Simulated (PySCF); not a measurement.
Species: C3H2FOP.
Geometry (PBE0-D3(BJ)/def2-SVP, Å), atoms numbered from 1 in this order:
```xyz
8
C3H2FOP angstrom
F     -1.1084    1.6575    1.7821
C     -0.4834    0.6765    1.1892
C     -0.7893   -0.6407    1.1391
P      0.4440   -1.4954    0.1749
C      1.2180    0.0090   -0.0428
O      0.6138    1.0634    0.5491
H     -1.6621   -1.0723    1.6257
H      2.1263    0.2747   -0.5824
```

Theory: TDDFT wB97X-D/def2-SVPD, vertical, gas phase, core orbitals frozen in the response (PySCF).

Transition dipole moments from the ground state, in atomic units and in the frame of the coordinates above (overall signs are arbitrary), for the states with f of 0.002 or more among the lowest 9:

```json
{"state": "S1", "E (eV)": "5.363", "μx": "-0.609", "μy": "-0.384", "μz": "0.323"}
{"state": "S2", "E (eV)": "6.085", "μx": "-0.171", "μy": "0.052", "μz": "-0.260"}
{"state": "S3", "E (eV)": "6.208", "μx": "-0.071", "μy": "-0.389", "μz": "-0.029"}
{"state": "S5", "E (eV)": "6.879", "μx": "0.179", "μy": "-0.044", "μz": "0.284"}
{"state": "S6", "E (eV)": "7.022", "μx": "0.333", "μy": "-1.049", "μz": "-0.413"}
{"state": "S7", "E (eV)": "7.557", "μx": "-0.264", "μy": "0.079", "μz": "-0.405"}
{"state": "S9", "E (eV)": "7.816", "μx": "0.135", "μy": "-0.695", "μz": "-0.219"}
```

Question: What oscillator strength does each state have?

Answer: f = (2/3) ΔE |μ|² with ΔE in hartree (27.2114 eV).

```tsv
state	|μ|² (au)	|μ| (D)	f
S1	0.623	2.01	0.082
S2	0.100	0.80	0.015
S3	0.157	1.01	0.024
S5	0.115	0.86	0.019
S6	1.381	2.99	0.238
S7	0.240	1.25	0.044
S9	0.549	1.88	0.105
```

Question: Label these states by symmetry in Cs.

Answer: The ground state is totally symmetric, so the direction of μ fixes the label. Polarised normal to the mirror plane, so A″: S2, S5 and S7. Polarised in the mirror plane, so A′: S1, S3, S6 and S9.

Question: What angle do the transition dipoles of S3 and S5 make?

Answer: |cos θ| = |μa·μb| / (|μa| |μb|) = 0.03, so θ ≈ 88° (taken between 0 and 90°, since the signs are arbitrary).

Question: How is the summed strength of these states shared among x, y and z?

Answer: (2/3) Σ ΔE μα² gives 0.095 for x, 0.326 for y and 0.106 for z, 0.527 in all.

Question: What peak molar absorption coefficient would the strongest computed level give as a lone Gaussian band 0.3 eV wide at half height?

Answer: ε(max) = 2.175×10⁸ f / FWHM, with the width in cm⁻¹. S6: 2.175×10⁸ × 0.2376 / 2420 ≈ 21000 L mol⁻¹ cm⁻¹.

The vertical ionisation energy (ΔSCF) is 9.16 eV, 1.35 eV above S9.

Time: 20 s; peak memory 0.69 GiB. Hardware: an AMD EPYC 7R43 with one thread, shared host with 256 logical CPUs at a one-minute load of 24.
